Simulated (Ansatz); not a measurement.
# H3S with multiplicity 2: molecular dynamics

The plan is to let a guess near a reaction's saddle point go and see which way it falls. Runs: 150 steps of 0.5 fs at constant energy, with velocities drawn for 100 K; 150 steps of 0.5 fs at constant energy, with velocities drawn for 100 K. Reaction type: H-abstraction.

Method: UKS B3LYP/def2-SVP, in Ansatz 0.2.0.

### 1 The system as given

Bond lengths: S2–H4 1.330 Å.

As a file:

```xyz
4

H    -0.6068   -0.2582   -0.3454
S     0.3248    1.0350    0.4834
H    -1.0757   -0.9893   -0.7808
H     1.3577    0.2126    0.6429
```

### 2 Run 1

150 steps of 0.5 fs at constant energy, with velocities drawn for 100 K.

The input, input.yaml:

```yaml
crystal:
  periodic: [false, false, false]
  atoms:
    - { symbol: H, position_ang: [-0.6068, -0.2582, -0.3454] }
    - { symbol: S, position_ang: [0.3248, 1.035, 0.4834] }
    - { symbol: H, position_ang: [-1.0757, -0.9893, -0.7808] }
    - { symbol: H, position_ang: [1.3577, 0.2126, 0.6429] }
magnetization:
  spin_polarized: true
  initial_magnetization: 1
basis:
  gaussian: { orbitals: def2-SVP }
hamiltonian:
  xc: b3lyp
md:
  timestep: 0.5
  n_steps: 150
  ensemble: nve
  temperature: 100.0
  initial_velocities: maxwell_boltzmann
  seed: 794896
```

The run is started by

```sh
ansatz run input.yaml --threads 1 --pin off --max-ram 2048MiB --backend cpu --events-out ev --progress --plain --runs-dir out
```

Output (excerpt; [...] marks lines left out):

```text
Warning: RAYON_NUM_THREADS=1 ignored (pool sized by the plan → 1); use --threads N
[...]
Functional definition: B3LYP
[...]
336 factors; integrals over basis functions are off by at most 1.7e-4 eV
[...]
mean field -10878.84825735 eV, -399.7902995094 hartree, gradient 1.7e-6 eV, S^2 0.760453; 2 other end points of the search recorded, 0 dependent functions left out
[...]
reference -10878.84841788 eV, -399.7903054087 hartree; 10, 9 occupied and 23, 24 virtual orbitals, 336 factors
md step     0: t =     0.00 fs  T =   100.0 K  F+E_penalty+E_count = -10878.84825735 eV  E_kin = 0.025852 eV  conserved = -10878.82240535 eV  (63 SCF iters)
[...]
md step    18: t =     9.00 fs  T =   336.6 K  F+E_penalty+E_count = -10878.90894009 eV  E_kin = 0.087013 eV  conserved = -10878.82192711 eV  (32 SCF iters)
[...]
md step    36: t =    18.00 fs  T =   594.2 K  F+E_penalty+E_count = -10878.97497996 eV  E_kin = 0.153622 eV  conserved = -10878.82135771 eV  (35 SCF iters)
[...]
md step    54: t =    27.00 fs  T =  1453.5 K  F+E_penalty+E_count = -10879.20089736 eV  E_kin = 0.375765 eV  conserved = -10878.82513253 eV  (77 SCF iters)
[...]
md step    72: t =    36.00 fs  T =  1878.8 K  F+E_penalty+E_count = -10879.31901399 eV  E_kin = 0.485697 eV  conserved = -10878.83331679 eV  (70 SCF iters)
md step    73: t =    36.50 fs  T =  1486.9 K  F+E_penalty+E_count = -10879.21510128 eV  E_kin = 0.384406 eV  conserved = -10878.83069516 eV  (81 SCF iters)
```

### 3 The output, continued: dynamics from the start

The log, continued (excerpt; [...] marks lines left out):

```text
md step    74: t =    37.00 fs  T =   918.7 K  F+E_penalty+E_count = -10879.05767374 eV  E_kin = 0.237505 eV  conserved = -10878.82016924 eV  (81 SCF iters)
[...]
md step    93: t =    46.50 fs  T =  1837.0 K  F+E_penalty+E_count = -10879.30867031 eV  E_kin = 0.474892 eV  conserved = -10878.83377844 eV  (74 SCF iters)
[...]
md step   112: t =    56.00 fs  T =  1057.1 K  F+E_penalty+E_count = -10879.09596864 eV  E_kin = 0.273270 eV  conserved = -10878.82269900 eV  (74 SCF iters)
[...]
md step   131: t =    65.50 fs  T =   868.2 K  F+E_penalty+E_count = -10879.04623652 eV  E_kin = 0.224438 eV  conserved = -10878.82179855 eV  (91 SCF iters)
[...]
md step   149: t =    74.50 fs  T =  1700.5 K  F+E_penalty+E_count = -10879.26839386 eV  E_kin = 0.439603 eV  conserved = -10878.82879120 eV  (79 SCF iters)
[...]
md step   150: t =    75.00 fs  T =  1844.5 K  F+E_penalty+E_count = -10879.30977528 eV  E_kin = 0.476840 eV  conserved = -10878.83293566 eV  (61 SCF iters)
Total energy: -10879.30996802 eV, -399.8072670637 hartree
Atom 0 at    -2.128418    -2.315309    -1.388312 Å, force     0.049498     0.130626     0.194257 eV/Å
Atom 1 at     0.412685     1.155573     0.555686 Å, force    -0.520738     0.587678    -0.043097 eV/Å
Atom 2 at    -2.272095    -2.706224    -2.017251 Å, force    -0.045131    -0.123692    -0.191285 eV/Å
Atom 3 at     1.280489     0.151755     0.623181 Å, force     0.516372    -0.594612     0.040124 eV/Å
Dipole moment:     0.134499    -0.149245     0.013064 e Å
```

Wall time 2.7 min (1 thread of Arm Neoverse V2, shared host); peak memory 0.084 GiB.

### 4 What the atoms did

One step in 11; energies are changes from step 0:

| time (fs) | T (K) | potential energy change (meV/atom) | total energy change (meV/atom) | H1–H3 (Å) | S2–H1 (Å) |
| --- | --- | --- | --- | --- | --- |
| 0.0 | 100 | 0.0 | 0.00 | 0.97 | 1.80 |
| 5.5 | 725 | -41.5 | -1.12 | 0.69 | 2.02 |
| 11.0 | 1182 | -70.7 | -0.78 | 0.85 | 2.08 |
| 16.5 | 860 | -49.2 | -0.08 | 0.90 | 2.24 |
| 22.0 | 865 | -49.0 | 0.39 | 0.65 | 2.57 |
| 27.5 | 1808 | -112.0 | -1.64 | 0.81 | 2.73 |
| 33.0 | 844 | -47.8 | 0.24 | 0.91 | 2.95 |
| 38.5 | 1732 | -108.2 | -2.65 | 0.71 | 3.28 |
| 44.0 | 1810 | -113.3 | -2.81 | 0.72 | 3.52 |
| 49.5 | 720 | -39.7 | 0.36 | 0.92 | 3.69 |
| 55.0 | 1791 | -111.1 | -1.84 | 0.80 | 3.95 |
| 60.5 | 841 | -47.3 | 0.62 | 0.65 | 4.22 |
| 66.0 | 1214 | -72.3 | -0.35 | 0.87 | 4.34 |
| 71.5 | 1178 | -69.9 | -0.29 | 0.88 | 4.54 |
| 75.0 | 1844 | -115.4 | -2.63 | 0.75 | 4.72 |

time (fs), T (K) and a bar:
```
      0.0        100 
      3.5        999 ##############
      6.5       1324 ####################
     10.0        540 #######
     13.0        630 ########
     16.5        860 ############
     19.5       1648 #########################
     23.0       1783 ###########################
     26.0        772 ###########
     29.5        693 #########
     32.5       1127 ################
     36.0       1879 ############################
     39.0       1975 ##############################
     42.5       1231 ##################
     45.5        823 ############
     49.0        672 #########
     52.0       1684 #########################
     55.5       1455 ######################
     58.5       1533 #######################
     62.0       1632 #########################
     65.0        686 #########
     68.5        686 #########
     71.5       1178 #################
     75.0       1844 ############################
```

Bonds that form or break, judged by distance (formed within 1.15 times the sum of covalent radii and held on average over 12 fs, broken when stretched by half; pairs already stretched at the start don't count as bonds):

```csv
time (fs),bond,event
2.5,H1–H3,forms
```

### 5 Positions and forces

Extended XYZ, with forces in eV/Å:

```xyz
4
time_fs=9.5 T=368 dE=-0.0686
H    -0.737   -0.395   -0.395   -1.244   -2.059   -1.451
S     0.330    1.041    0.487   -0.464    0.413   -0.060
H    -1.151   -1.083   -0.882    1.260    2.041    1.455
H     1.388    0.248    0.668    0.448   -0.396    0.056
4
time_fs=19.0 T=1275 dE=-0.3060
H    -0.959   -0.632   -0.501   -0.848   -1.798   -1.448
S     0.339    1.055    0.495    0.584   -0.283    0.133
H    -1.246   -1.254   -1.025    0.797    1.710    1.413
H     1.435    0.230    0.682   -0.533    0.371   -0.098
4
time_fs=28.0 T=1914 dE=-0.4793
H    -1.211   -0.931   -0.629    0.059    0.164    0.204
S     0.350    1.070    0.504    0.455   -0.256    0.105
H    -1.345   -1.431   -1.177   -0.087   -0.223   -0.236
H     1.427    0.225    0.680   -0.427    0.314   -0.073
4
time_fs=37.5 T=734 dE=-0.1568
H    -1.460   -1.275   -0.796    0.304    3.505    5.186
S     0.364    1.086    0.514   -0.574    0.503   -0.072
H    -1.487   -1.632   -1.329   -0.301   -3.516   -5.197
H     1.375    0.237    0.669    0.571   -0.492    0.084
4
time_fs=47.0 T=1918 dE=-0.4790
H    -1.666   -1.542   -0.885    0.038   -0.257   -0.535
S     0.377    1.105    0.524   -0.434    0.373   -0.057
H    -1.666   -1.918   -1.567   -0.024    0.270    0.536
H     1.360    0.211    0.660    0.420   -0.386    0.056
4
time_fs=56.0 T=1057 dE=-0.2477
H    -1.829   -1.780   -0.989   -0.068   -1.410   -2.739
S     0.387    1.123    0.534    0.545   -0.568    0.064
H    -1.856   -2.193   -1.774    0.082    1.427    2.744
H     1.375    0.151    0.654   -0.560    0.551   -0.069
4
time_fs=65.5 T=868 dE=-0.1980
H    -1.978   -2.034   -1.150   -0.320   -1.588   -2.902
S     0.400    1.140    0.545    0.333   -0.382    0.030
H    -2.069   -2.469   -1.937    0.329    1.601    2.907
H     1.339    0.136    0.639   -0.343    0.369   -0.035
4
time_fs=75.0 T=1844 dE=-0.4615
H    -2.128   -2.315   -1.388    0.050    0.131    0.194
S     0.413    1.156    0.556   -0.521    0.588   -0.043
H    -2.272   -2.706   -2.017   -0.045   -0.124   -0.191
H     1.280    0.152    0.623    0.516   -0.595    0.040
```

Reading of run 1. At the last frame the bonds meant to form are there and those meant to break are gone: it fell to the products. The temperature starts at 100 K and averages 1277 K in the second half, where it ranges from 633 to 1975 K; the start was no minimum (force components up to 1.7 eV/Å), and the potential energy that it sheds (77 meV/atom) turns into motion, which in so few atoms is no thermal temperature. The total energy strays from its start by at most 2.85 meV/atom, 3.8 % of the mean kinetic energy, fair for a step of 0.5 fs. The bonding pattern changes, first at 2.5 fs: H1–H3 forms. By that distance rule the pieces at the end are H2 + HS; a long dative bond can count as broken.

### 6 Run 2

150 steps of 0.5 fs at constant energy, with velocities drawn for 100 K.

input.yaml: that of step 2 with these lines changed.

```diff
@@ -20,2 +20,2 @@
   initial_velocities: maxwell_boltzmann
-  seed: 794896
+  seed: 71921
```

The run is started by

```sh
ansatz run input.yaml --threads 1 --pin off --max-ram 2048MiB --backend cpu --events-out ev --progress --plain --runs-dir out
```

Output (excerpt; [...] marks lines left out):

```text
Warning: RAYON_NUM_THREADS=1 ignored (pool sized by the plan → 1); use --threads N
[...]
Functional definition: B3LYP
[...]
336 factors; integrals over basis functions are off by at most 1.7e-4 eV
[...]
mean field -10878.84825735 eV, -399.7902995094 hartree, gradient 1.7e-6 eV, S^2 0.760453; 2 other end points of the search recorded, 0 dependent functions left out
[...]
reference -10878.84841788 eV, -399.7903054087 hartree; 10, 9 occupied and 23, 24 virtual orbitals, 336 factors
md step     0: t =     0.00 fs  T =   100.0 K  F+E_penalty+E_count = -10878.84825735 eV  E_kin = 0.025852 eV  conserved = -10878.82240535 eV  (63 SCF iters)
[...]
md step    19: t =     9.50 fs  T =   258.8 K  F+E_penalty+E_count = -10878.88904399 eV  E_kin = 0.066903 eV  conserved = -10878.82214073 eV  (32 SCF iters)
[...]
md step    38: t =    19.00 fs  T =   422.7 K  F+E_penalty+E_count = -10878.93053289 eV  E_kin = 0.109274 eV  conserved = -10878.82125919 eV  (56 SCF iters)
[...]
md step    57: t =    28.50 fs  T =  1482.7 K  F+E_penalty+E_count = -10879.20931068 eV  E_kin = 0.383298 eV  conserved = -10878.82601287 eV  (75 SCF iters)
[...]
md step    74: t =    37.00 fs  T =  1894.0 K  F+E_penalty+E_count = -10879.32096274 eV  E_kin = 0.489640 eV  conserved = -10878.83132258 eV  (82 SCF iters)
md step    75: t =    37.50 fs  T =  1810.3 K  F+E_penalty+E_count = -10879.30196195 eV  E_kin = 0.468005 eV  conserved = -10878.83395705 eV  (77 SCF iters)
```

### 7 More of the same log: dynamics from the start

Output, continued (excerpt; [...] marks lines left out):

```text
md step    76: t =    38.00 fs  T =  1303.4 K  F+E_penalty+E_count = -10879.16592954 eV  E_kin = 0.336955 eV  conserved = -10878.82897502 eV  (74 SCF iters)
[...]
md step    94: t =    47.00 fs  T =   791.6 K  F+E_penalty+E_count = -10879.02367474 eV  E_kin = 0.204640 eV  conserved = -10878.81903512 eV  (83 SCF iters)
[...]
md step   112: t =    56.00 fs  T =  1861.7 K  F+E_penalty+E_count = -10879.31461614 eV  E_kin = 0.481294 eV  conserved = -10878.83332190 eV  (79 SCF iters)
[...]
md step   130: t =    65.00 fs  T =  1152.6 K  F+E_penalty+E_count = -10879.12169366 eV  E_kin = 0.297973 eV  conserved = -10878.82372109 eV  (87 SCF iters)
[...]
md step   148: t =    74.00 fs  T =   602.6 K  F+E_penalty+E_count = -10878.97667142 eV  E_kin = 0.155792 eV  conserved = -10878.82087917 eV  (95 SCF iters)
[...]
md step   149: t =    74.50 fs  T =   687.0 K  F+E_penalty+E_count = -10878.99882660 eV  E_kin = 0.177603 eV  conserved = -10878.82122357 eV  (95 SCF iters)
[...]
md step   150: t =    75.00 fs  T =   970.0 K  F+E_penalty+E_count = -10879.07336137 eV  E_kin = 0.250775 eV  conserved = -10878.82258677 eV  (84 SCF iters)
Total energy: -10879.07354570 eV, -399.7985787036 hartree
Atom 0 at    -2.152719    -2.324564    -1.077942 Å, force     1.667678     0.238703    -2.685053 eV/Å
Atom 1 at     0.403300     1.147677     0.544424 Å, force    -0.294027     0.567135     0.026540 eV/Å
Atom 2 at    -1.683514    -2.257829    -1.834495 Å, force    -1.666403    -0.237409     2.685575 eV/Å
Atom 3 at     1.014698    -0.036264     0.488240 Å, force     0.292752    -0.568429    -0.027061 eV/Å
Dipole moment:     0.091498    -0.180138    -0.008375 e Å
```

It took 2.7 min on 1 thread of Arm Neoverse V2, shared host; peak memory 0.085 GiB.

### 8 The trajectory

The trajectory, every 6 steps (energies from step 0):

```
time (fs)  T (K)  potential energy change (meV/atom)  total energy change (meV/atom)  H1–H3 (Å)  S2–H1 (Å)
      0.0    100                                 0.0                            0.00       0.97       1.80
      3.0    961                               -56.4                           -0.80       0.85       1.86
      6.0    415                               -20.5                           -0.14       0.67       1.97
      9.0    419                               -20.6                           -0.03       0.93       1.90
     12.0   1082                               -64.1                           -0.68       0.86       1.99
     15.0    553                               -29.0                            0.27       0.66       2.16
     18.0    611                               -33.0                            0.08       0.92       2.13
     21.0   1619                              -100.1                           -1.87       0.79       2.29
     24.0   1597                               -99.4                           -2.63       0.71       2.44
     27.0    522                               -26.9                            0.41       0.93       2.48
     30.0   1447                               -89.2                           -2.09       0.69       2.69
     33.0   1656                              -102.0                           -1.42       0.82       2.79
     36.0   1198                               -71.3                           -0.29       0.88       2.91
     39.0    669                               -35.2                            1.58       0.64       3.11
     42.0    876                               -50.0                            0.13       0.91       3.19
     45.0   1843                              -115.1                           -2.48       0.77       3.35
     48.0   1853                              -116.2                           -2.91       0.73       3.50
     51.0    650                               -35.2                            0.37       0.92       3.60
     54.0    925                               -53.2                            0.12       0.65       3.76
     57.0   1310                               -78.8                           -0.60       0.86       3.87
     60.0   1530                               -93.5                           -1.05       0.84       3.99
     63.0   1133                               -67.9                           -1.19       0.67       4.13
     66.0    602                               -32.1                            0.39       0.92       4.24
     69.0   1627                              -101.5                           -2.81       0.71       4.37
     72.0   1776                              -110.3                           -2.03       0.79       4.49
     75.0    970                               -56.3                           -0.05       0.89       4.61
```

time (fs), T (K) and a bar:
```
      0.0        100 
      3.5       1151 ##################
      6.5        880 #############
     10.0        209 ##
     13.0       1387 ######################
     16.5       1533 #########################
     19.5        597 #########
     23.0        594 ########
     26.0        836 #############
     29.5       1853 ##############################
     32.5       1840 ##############################
     36.0       1198 ###################
     39.0        669 ##########
     42.5        665 ##########
     45.5       1641 ##########################
     49.0       1532 #########################
     52.0       1352 #####################
     55.5       1578 #########################
     58.5        543 ########
     62.0        738 ###########
     65.0       1153 ##################
     68.5       1852 ##############################
     71.5       1762 ############################
     75.0        970 ###############
```

Bonds that form or break, judged by distance (formed within 1.15 times the sum of covalent radii and held on average over 12 fs, broken when stretched by half; pairs already stretched at the start don't count as bonds):

| time (fs) | bond | event |
| --- | --- | --- |
| 3.0 | H1–H3 | forms |

### 9 Snapshots as a file

Extended XYZ, with forces in eV/Å:

```xyz
4
time_fs=9.5 T=259 dE=-0.0408
H    -0.689   -0.335   -0.334   -1.011   -1.852   -1.358
S     0.326    1.041    0.485    0.532   -0.503    0.058
H    -1.066   -1.041   -0.847    1.027    1.889    1.377
H     1.378    0.149    0.631   -0.549    0.467   -0.077
4
time_fs=19.0 T=423 dE=-0.0823
H    -0.879   -0.503   -0.375   -0.710   -2.360   -2.008
S     0.334    1.052    0.492    0.610   -0.521    0.068
H    -1.085   -1.192   -0.974    0.686    2.330    1.997
H     1.350    0.109    0.606   -0.586    0.552   -0.058
4
time_fs=28.0 T=1046 dE=-0.2451
H    -1.129   -0.762   -0.450    0.056   -1.984   -2.231
S     0.345    1.065    0.499   -0.544    0.628   -0.033
H    -1.116   -1.349   -1.120   -0.075    1.941    2.208
H     1.272    0.119    0.580    0.563   -0.586    0.055
4
time_fs=37.5 T=1810 dE=-0.4537
H    -1.376   -1.123   -0.612   -0.306    0.668    1.127
S     0.357    1.082    0.508   -0.449    0.544   -0.015
H    -1.197   -1.480   -1.219    0.303   -0.686   -1.140
H     1.235    0.082    0.562    0.451   -0.525    0.028
4
time_fs=47.0 T=792 dE=-0.1754
H    -1.582   -1.458   -0.771   -2.337    1.764    5.067
S     0.367    1.100    0.517    0.450   -0.581    0.019
H    -1.320   -1.651   -1.331    2.343   -1.764   -5.072
H     1.220    0.004    0.545   -0.456    0.581   -0.015
4
time_fs=56.0 T=1862 dE=-0.4664
H    -1.783   -1.738   -0.856   -0.110    0.058    0.236
S     0.379    1.116    0.526    0.342   -0.512    0.000
H    -1.423   -1.849   -1.508    0.117   -0.053   -0.236
H     1.161   -0.025    0.525   -0.349    0.507    0.000
4
time_fs=65.5 T=793 dE=-0.1783
H    -1.993   -2.030   -0.930    1.723   -0.087   -2.883
S     0.392    1.131    0.535   -0.440    0.728    0.017
H    -1.530   -2.056   -1.708   -1.720    0.091    2.884
H     1.072   -0.007    0.507    0.436   -0.732   -0.019
4
time_fs=75.0 T=970 dE=-0.2251
H    -2.153   -2.325   -1.078    1.668    0.239   -2.685
S     0.403    1.148    0.544   -0.294    0.567    0.026
H    -1.683   -2.258   -1.835   -1.666   -0.237    2.686
H     1.015   -0.036    0.488    0.293   -0.568   -0.027
```

On run 2: At the last frame the bonds meant to form are there and those meant to break are gone: it fell to the products. The temperature starts at 100 K and averages 1201 K in the second half, where it ranges from 543 to 1875 K; the start was no minimum (force components up to 1.7 eV/Å), and the potential energy that it sheds (72 meV/atom) turns into motion, which in so few atoms is no thermal temperature. The total energy strays from its start by at most 2.96 meV/atom, 4.3 % of the mean kinetic energy, fair for a step of 0.5 fs. Bonds change: the first event comes at 3.0 fs (H1–H3 forms). By that distance rule the pieces at the end are H2 + HS; a long dative bond can count as broken.

### 10 Summary of results

| quantity | value |
| --- | --- |
| run 1: length | 150 steps of 0.5 fs |
| run 1: temperature, first and last step | 100 and 1844 K |
| run 1: temperature, second half | mean 1277 K, from 633 to 1975 K |
| run 1: potential energy, second half | -77 meV/atom from this run's first step |
| run 1: largest change of the total energy | 2.85 meV/atom |
| run 1: bonds formed or broken | 1 |
| run 2: length | 150 steps of 0.5 fs |
| run 2: temperature, first and last step | 100 and 970 K |
| run 2: temperature, second half | mean 1201 K, from 543 to 1875 K |
| run 2: potential energy, second half | -72 meV/atom from this run's first step |
| run 2: largest change of the total energy | 2.96 meV/atom |
| run 2: bonds formed or broken | 1 |

Mean temperatures of the second halves: 1277 K, 1201 K. Bonds changed in run 1, run 2. Run 1: at the last frame the bonds meant to form are there and those meant to break are gone: it fell to the products. Run 2: at the last frame the bonds meant to form are there and those meant to break are gone: it fell to the products. Averages from a run of 75 fs with 4 atoms are rough. The nuclei move classically, without zero-point motion, which matters most for hydrogen.
